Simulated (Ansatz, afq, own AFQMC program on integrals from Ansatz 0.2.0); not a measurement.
Integrals from Ansatz 0.2.0, then the random walk in our own AFQMC program (afq).

```yaml
crystal:
  periodic: [false, false, false]
  atoms:
    - {symbol: Ge, position_ang: [0.000000, 0.000000, 0.000000]}
    - {symbol: O, position_ang: [0.000000, 0.000000, 1.300000]}
basis:
  gaussian: {orbitals: cc-pVDZ}
magnetization: {spin_polarized: false}
correlation: {method: ccsd_t, electrons: outside_noble_gas, hamiltonian_folder: ham}
```

```sh
$ ansatz run in.yaml --threads 1 --pin off --events-out ev --progress --plain --max-ram 1382MiB
```

Options of the walk:

```
--method free --trial cisd --walkers 160 --time-step 0.03 --max-blocks 80 --target-error 0.00038 --factor-cut 1e-05 --seed 9443 --times 0,0.21,0.42,0.81,1.2,1.8,2.4,3 --taylor-order 8
```

Times are imaginary, in 1/Eh. The walk had a cap of 526 s. Filled inner d shells are frozen with the cores.

Output of the walk:

```
orbitals 26  electrons 5 5  factors 197 of 463
reference energy -2150.00170337 Eh
CCSD correlation -0.25555665 Eh in 10 cycles, weight of the determinant in the CISD state 0.8997
repeat  energy at the last time / Eh  error
    10  -2150.265415  0.001604
    20  -2150.265048  0.000939
    30  -2150.265358  0.000769
    40  -2150.265614  0.000630
    50  -2150.265466  0.000535
    60  -2150.265420  0.000485
    70  -2150.265475  0.000457
    80  -2150.265544  0.000421
time / (1/Eh)  energy / Eh  error  mean overlap
  0.00  -2150.257158  0.000294  1.1104
  0.21  -2150.262090  0.000291  1.1058
  0.42  -2150.263860  0.000228  1.1026
  0.81  -2150.264840  0.000235  1.1058
  1.20  -2150.265549  0.000276  1.1069
  1.80  -2150.265493  0.000283  1.1100
  2.40  -2150.266227  0.000345  1.1088
  3.00  -2150.265544  0.000421  1.1196
energy -2150.265544 +/- 0.000421 Eh
```

The run passed its tests (error under three times the target), which doesn't prove that it has relaxed.

Against this walk (error 11.5 meV) on the same determinant: CCSD(T) 18.0 meV higher (within the noise), CCSDT(Q) 21.5 meV lower (within the noise). The error is statistical, and a free projection of finite length keeps a remainder of its start. The last points scatter (meV from the last: 19 ± 6 at 0.81, 0 ± 7 at 1.20, 1 ± 8 at 1.80, -19 ± 9 at 2.40, 0 ± 11 at 3.00); the last is the one printed as the energy, and the gaps above move with that scatter.

Cautions: remainder of the start not in the error; error above the target (11.5 against 10.3 meV); no relativity below Rb; no spin-orbit coupling; inner d shell frozen.

The walk took 63 s on 1 thread of AMD EPYC 9R45 96-Core Processor (Zen 5), on a shared host. The log's last line is the free-projection energy.

CCSDT and higher add their correlation energy to the determinant of the CCSD(T) run, since their own runs factorise the integrals more tightly (a shift of under 2 meV). A walk keeps the symmetry of its determinant, which the program's search chose and which needn't be the lowest solution, so a lower state of the same spin and another symmetry isn't excluded.
